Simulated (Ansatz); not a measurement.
Abridged output of a molecular run in Ansatz:

```
Functional definition: HF
1752 factors; integrals over basis functions are off by at most 9.3e-4 eV
mean field evaluation 1: about -17753.9042 eV, gradient 3.8e1 eV
mean field evaluation 2: about -17754.2302 eV, gradient 3.8e1 eV
mean field evaluation 4: about -17758.1024 eV, gradient 4.9e0 eV
mean field evaluation 8: about -17758.1796 eV, gradient 3.1e-1 eV
mean field evaluation 16: about -17758.1802 eV, gradient 1.8e-6 eV
mean field -17758.18024848 eV, -652.6010872048 hartree, gradient 1.8e-6 eV, S^2 0.000000; 0 other end points of the search recorded, 0 dependent functions left out
10 core orbitals not correlated: weight in the atoms' cores, before any rotation towards them, 1.000 or more for the frozen orbitals, at most 0.000 for the correlated occupied ones
reference -17758.18024848 eV, -652.6010872048 hartree; 18, 18 occupied and 267, 267 virtual orbitals, 1752 factors
second order -29.70207454 eV of doubles, -0.00000000 eV of singles
cycle   1  -30.23406744 eV  change   -5.3e-1 eV  update   1.1e-1
cycle   2  -30.95124032 eV  change   -7.2e-1 eV  update   3.4e-2
cycle   3  -31.10636072 eV  change   -1.6e-1 eV  update   1.7e-2
cycle   4  -31.09774299 eV  change    8.6e-3 eV  update   4.2e-3
cycle   5  -31.09682785 eV  change    9.2e-4 eV  update   1.8e-3
cycle   6  -31.09772725 eV  change   -9.0e-4 eV  update   4.9e-4
cycle   7  -31.09758315 eV  change    1.4e-4 eV  update   1.9e-4
cycle   8  -31.09750601 eV  change    7.7e-5 eV  update   6.0e-5
cycle   9  -31.09752267 eV  change   -1.7e-5 eV  update   2.6e-5
perturbative correction -1.30195267 eV, -0.0478458781 hartree
Total energy: -17790.57972383 eV, -653.7917459626 hartree
```

Its atoms:

Z-matrix (Å, degrees):
```
C
C 1 1.494
C 1 1.522 2 114.8
H 1 1.094 2 110.2 3 121.3
H 1 1.094 2 110.0 3 -120.2
C 2 1.325 1 124.2 3 99.9
H 2 1.087 1 116.6 3 -80.2
F 3 1.380 1 108.8 2 -70.3
S 3 1.800 1 115.8 2 55.2
H 3 1.095 1 109.7 2 172.7
H 6 1.084 2 121.5 1 -179.6
H 6 1.085 2 121.4 1 0.3
H 9 1.343 3 96.0 1 -55.0
```

(1) Which basis set was used?
A. cc-pV(Q+d)Z
B. def2-TZVPP
C. def2-TZVPPD
D. def2-SVP

(2) Write the keys of the input that set method, charge and spin (a neutral closed shell needs none for the last two).

Results:

(1) B. It gives 295 functions.

(2) 
```yaml
correlation: {method: ccsd_t}
```
